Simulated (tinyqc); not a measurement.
RKS/BP86 in the sto-3g basis, for LiH, spin multiplicity 1, step by step. Computed by tinyqc, a small Python program that keeps every step (integrals from PySCF). Settings: charge = 0, multiplicity = 1, basis = sto-3g, energy threshold = 1e-10, iteration cap = 57, orthogonalisation = symmetric, start = core, DIIS depth = 0, method = RKS, functional = b88,p86, grid = [20, 50]. Command: `OMP_NUM_THREADS=1 python tinyqc.py 21779 21780 out.jsonl` (the two numbers bound the seeds that draw the settings). One thread of a shared host (Intel(R) Xeon(R) Processor @ 2.60GHz), about 0.6 s of CPU time with the checks.

Geometry (angstrom):
```
atom         x         y         z
Li    0.000000  0.000000  0.000000
H     0.000000  0.000000  1.925000
```

Stop when the energy changes by less than 1e-10 hartree and every element of the error matrix X^T (F D S - S D F) X is below 3e-06.

Course of the cycle:
```
iteration  E (hartree)     change  largest element of the error matrix
1          -7.91279028          -                             1.95e-01
2          -7.93151066  -1.87e-02                             1.07e-02
3          -7.93147369   3.70e-05                             1.73e-02
4          -7.93115861   3.15e-04                             2.36e-02
5          -7.93044091   7.18e-04                             3.51e-02
6          -7.92922833   1.21e-03                             4.63e-02
7          -7.92615192   3.08e-03                             7.20e-02
8          -7.92187117   4.28e-03                             8.82e-02
9          -7.90795417   1.39e-02                             1.49e-01
10         -7.89614663   1.18e-02                             1.55e-01
11         -7.82749034   6.87e-02                             2.91e-01
12         -7.82753791  -4.76e-05                             2.50e-01
13         -7.57987799   2.48e-01                             3.24e-01
14         -7.75349924  -1.74e-01                             3.17e-01
...                ...        ...                                  ...
44         -7.74245168  -3.19e-01                             3.23e-01
45         -7.42304992   3.19e-01                             2.39e-01
46         -7.74245168  -3.19e-01                             3.23e-01
47         -7.42304992   3.19e-01                             2.39e-01
48         -7.74245168  -3.19e-01                             3.23e-01
49         -7.42304992   3.19e-01                             2.39e-01
50         -7.74245168  -3.19e-01                             3.23e-01
51         -7.42304992   3.19e-01                             2.39e-01
52         -7.74245168  -3.19e-01                             3.23e-01
53         -7.42304992   3.19e-01                             2.39e-01
54         -7.74245168  -3.19e-01                             3.23e-01
55         -7.42304992   3.19e-01                             2.39e-01
56         -7.74245168  -3.19e-01                             3.23e-01
57         -7.42304992   3.19e-01                             2.39e-01
```

Can the last value be used, and what does the course show?

Not by the stop rule. Not converged within the cap of 57 iterations: the residual has stopped falling: the iteration swings between two states. Reruns (cap 100 unless said): DIIS 8: converged in 7; damping 0.5: converged in 29; level shift 0.5: converged in 41; atomic densities as start, DIIS 8: converged in 8; the original settings with a cap of 400: not converged. PySCF RKS in the same basis, fine grid = -7.93104057 hartree, which differs from a converged run on this coarse grid by the grid error.
